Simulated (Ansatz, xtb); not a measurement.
## Two isomers of H5SSi2

Structure a: `[SiH2]S[SiH3]`, a doublet. Structure b: `[SiH3][SiH]S`, a doublet. Both are isolated molecules in the gas phase, relaxed with r2SCAN-D4/def2-SVP; each stands in its lowest conformer found.

a (Å):

```yaml
atoms:
  - { symbol: S, position_ang: [0.4541, 0.5730, 0.6827] }
  - { symbol: Si, position_ang: [-1.6221, 0.9994, 1.0446] }
  - { symbol: Si, position_ang: [0.3820, 0.1399, -1.4320] }
  - { symbol: H, position_ang: [-1.7070, 1.4896, 2.4535] }
  - { symbol: H, position_ang: [-2.1426, 2.0342, 0.0914] }
  - { symbol: H, position_ang: [-0.1709, 1.3008, -2.1898] }
  - { symbol: H, position_ang: [-0.4555, -1.0634, -1.7079] }
  - { symbol: H, position_ang: [1.7914, -0.1136, -1.8383] }
```

b (Å):

```xyz
8

S     0.6457    0.9499   -2.3848
Si   -0.4134    0.5881    1.0593
Si   -1.0039    0.2527   -1.1794
H     0.8828   -0.1074    1.3198
H    -0.2625    2.0374    1.4021
H    -1.4722   -0.0070    1.9299
H    -2.2629    0.9726   -1.5709
H    -0.0385    0.9455   -3.5519
```

Energies in hartree; the thermal terms are from r2SCAN-D4/def2-SVP harmonic frequencies (ideal gas, rigid rotor, one conformer each, 298.15 K, 1 atm) and include the zero-point energy:

|  | a | b |
| --- | --- | --- |
| E, CCSD(T)/def2-SVP | −978.381853 | −978.365802 |
| E, MP2/def2-SVP | −978.317707 | −978.298544 |
| E, MP2/def2-TZVPP | −978.759072 | −978.737881 |
| zero-point energy | 0.042510 | 0.041978 |
| H(298 K) − E | 0.049666 | 0.049439 |
| G(298 K) − E | 0.011392 | 0.010779 |

Q: Correct the CCSD(T) difference for the basis set by the MP2 change, then work out ΔE, ΔE₀, ΔH and ΔG for a → b in kcal/mol (1 Eh = 627.51 kcal/mol) and the equilibrium ratio [b]/[a].

A: 1. Differences b − a: CCSD(T) +0.016051, MP2 in the small set +0.019163, MP2 in the large set +0.021191 Eh.
2. ΔE = +0.016051 + (+0.021191 − (+0.019163)) = +0.018079 Eh = +11.34 kcal/mol.
3. ΔE₀ = ΔE + ΔZPE = +0.018079 + (−0.000532) Eh = +11.01 kcal/mol.
4. ΔH = ΔE + (−0.000227) Eh = +11.20 kcal/mol.
5. ΔG = ΔE + (−0.000613) Eh = +10.96 kcal/mol, so ΔS = (ΔH − ΔG)/T = +3.4 J/(mol K).
6. kT = 0.9442 mEh, so K = [b]/[a] = exp(−ΔG/kT) = exp(−18.50) ≈ 9.3 × 10^−9.

Structure a is favoured at this temperature. An error of 1 kcal/mol in ΔG would change K by a factor of 5.4. Mirror images and further conformers aren't counted.

As drawn, b has 1 Si–Si, 1 S–H in place of 1 S–Si, 1 Si–H.

Other levels gave ΔE = +20.1 (GFN2-xTB); +8.8 (HF/STO-3G, GFN2-xTB geometries); +10.1 (r2SCAN-D4/def2-SVP//GFN2-xTB); +9.4 (r2SCAN-D4/def2-SVP); +12.8 (HF/def2-SVP); +12.0 (MP2/def2-SVP); +10.1 (CCSD(T)/def2-SVP) kcal/mol. Open shells are spin-unrestricted. The correlated steps freeze 15 core orbitals. Programs: Ansatz 0.2.0, xtb 6.7.1.
